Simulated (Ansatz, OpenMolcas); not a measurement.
## From Ansatz to OpenMolcas

This Ansatz 0.2.0 job computes [BH3]− (SMILES [BH3-]):

molecule.yaml:
```yaml
crystal:
  periodic: [false, false, false]
  atoms:
    - {symbol: B, position_ang: [0.150430, -0.037330, -0.233800]}
    - {symbol: H, position_ang: [0.917080, 0.452560, 0.628490]}
    - {symbol: H, position_ang: [-0.279230, -1.161080, 0.118390]}
    - {symbol: H, position_ang: [-0.788270, 0.745860, -0.513080]}
basis:
  gaussian:
    orbitals: 3-21G.json
total_charge: -1
magnetization:
  spin_polarized: true
  initial_magnetization: 1
hamiltonian:
  xc: hf
accuracy: high
```

```bash
$ ansatz run molecule.yaml --threads 1 --pin off --max-ram 2610MiB --events-out events.jsonl --progress --plain --runs-dir runs
```

(Basis files named in the input come from the Basis Set Exchange and aren't shown.)

The shape is that of a GFN2-xTB optimisation.

Without diffuse functions such a state is poorly described.

It gives a total energy of -26.184257 Eh.

Task: Translate the job to OpenMolcas 26.06 as an input file of the program's own.

Result: One way, which was run:

input.xyz:
```
4

B      0.150430    -0.037330    -0.233800
H      0.917080     0.452560     0.628490
H     -0.279230    -1.161080     0.118390
H     -0.788270     0.745860    -0.513080
```

job.input:
```
* BH3 Hartree-Fock

&GATEWAY
  BasLib
  $CurrDir
  Coord
  input.xyz
  Basis
  3-21G
  Group
  NoSym

&SEWARD

&SCF
  UHF
  Charge
  -1
  Spin
  2
  Thresholds
  1e-10 1e-07 1e-07 1e-05
  PrOrbitals
  1 1
```

```bash
$ export MOLCAS_MEM=1860
$ pymolcas job.input > job.log
```

(Basis files named in the input come from the Basis Set Exchange and aren't shown.)

Its energy is -26.184257 Eh, 0.000 mEh from the first.
